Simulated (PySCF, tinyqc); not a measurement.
Ways to converge the cycle: SCF convergence aids in the sto-3g basis, for CH2, spin multiplicity 1. Computed by the program tinyqc with PySCF. RHF with one setting changed at a time; a run stops when the energy changes by less than 1e-09 hartree and the error matrix is below 1e-5. The start is the Wolfsberg-Helmholz matrix. Damping d keeps d of the old density; a shift (hartree) raises the virtual levels; DIIS n extrapolates F over n matrices.

Geometry (angstrom):

| atom | x | y | z |
|---|---|---|---|
| C | 0.0000 | 0.0000 | 0.0000 |
| H | 0.0000 | 1.3090 | 0.7860 |
| H | 0.0000 | -1.3090 | 0.7860 |

lowest restricted solution found by these runs and by PySCF = -38.218454 hartree

Largest element of the error matrix X^T (FDS - SDF) X:

| iteration | plain | damping 0.3 | damping 0.6 | shift 0.4 | DIIS 3 | DIIS 8 |
|---|---|---|---|---|---|---|
| 1 | 4.4e-01 | 4.4e-01 | 4.4e-01 | 4.4e-01 | 4.4e-01 | 4.4e-01 |
| 2 | 1.1e-01 | 1.0e-01 | 2.5e-01 | 1.5e-01 | 1.1e-01 | 1.1e-01 |
| 3 | 3.0e-02 | 5.8e-02 | 1.4e-01 | 8.2e-02 | 3.6e-02 | 3.6e-02 |
| 4 | 1.4e-02 | 3.5e-02 | 8.2e-02 | 5.6e-02 | 7.5e-03 | 7.5e-03 |
| 5 | 6.0e-03 | 2.1e-02 | 5.4e-02 | 3.7e-02 | 2.5e-03 | 2.1e-03 |
| 6 | 2.8e-03 | 1.2e-02 | 4.2e-02 | 2.4e-02 | 7.0e-04 | 8.4e-05 |
| 8 | 7.1e-04 | 4.7e-03 | 2.5e-02 | 1.0e-02 | 1.1e-05 | 1.5e-08 |
| 10 | 1.9e-04 | 1.8e-03 | 1.5e-02 | 4.8e-03 | - | - |
| 14 | 1.6e-05 | 3.2e-04 | 5.3e-03 | 1.1e-03 | - | - |
| 20 | - | 2.8e-05 | 1.2e-03 | 1.4e-04 | - | - |
| 30 | - | - | 1.3e-04 | - | - | - |

How each run ends:

| run | iterations | E (hartree) | state |
|---|---|---|---|
| plain | 16 | -38.218454 | lowest found |
| damping 0.3 | 23 | -38.218454 | lowest found |
| damping 0.6 | 43 | -38.218454 | lowest found |
| shift 0.4 | 28 | -38.218454 | lowest found |
| DIIS 3 | 9 | -38.218454 | lowest found |
| DIIS 8 | 8 | -38.218454 | lowest found |

What does the comparison show, and why?

6 of 6 runs reach the lowest restricted solution found, in 8 to 43 iterations (fastest: DIIS 8). Plain steps already contract here, so damping only slows them. DIIS 3 and DIIS 8 gain by cancelling the error over several earlier matrices, much as a quasi-Newton step does. The restricted reference is unstable here: a spin-polarised solution lies 0.0220 hartree lower (PySCF), so results built on it describe a poor reference.
